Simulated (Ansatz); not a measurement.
# AlC, quartet: reading a ladder of total energies

Geometry: that of the AlC, doublet, kept fixed.

```yaml
atoms:
  - { symbol: Al, position_ang: [0.0000, 0.0000, 0.0000] }
  - { symbol: C, position_ang: [0.0000, 0.0000, 1.9559] }
```

Basis cc-pVTZ; Ansatz 0.2.0. Correlated methods freeze the noble-gas cores, which leaves 7 electrons in 58 orbitals. Prefix R: restricted or restricted open-shell reference; prefix U: unrestricted.

Full CI isn't at hand for all of this; UCCSDT(Q) serves as the reference, and is uncertain by about the last step of the cluster series.

Runs differ by some tens of microhartree through their thresholds and, for an open shell, their frozen cores, so steps under 0.03 kcal/mol mean nothing.

| level | total energy (hartree) |
| --- | --- |
| UHF | -279.666027 |
| UMP2 | -279.795589 |
| UCCSD | -279.825321 |
| UCCSD(T) | -279.832356 |
| UCCSDT | -279.833981 |
| UCCSDT(Q) | -279.834430 |

**Question.** What is the correlation energy at UCCSDT(Q), and what share of it do UMP2 and UCCSD recover?

**Answer.** E(corr) = -279.834430 − (-279.666027) = -0.168403 hartree = -4.582 eV. UMP2: -0.129562 / -0.168403 = 76.94 %. UCCSD: -0.159294 / -0.168403 = 94.59 %.

**Question.** By how many kcal/mol does UCCSD(T) miss UCCSDT(Q) (1 hartree = 627.509 kcal/mol), and which steps make up the rest?

**Answer.** -279.832356 − (-279.834430) = 0.002074 hartree = 1.30 kcal/mol. Steps: UCCSDT − UCCSD(T) = -1.02, UCCSDT(Q) − UCCSDT = -0.28 kcal/mol. Differences between like states or geometries often cancel part of this.
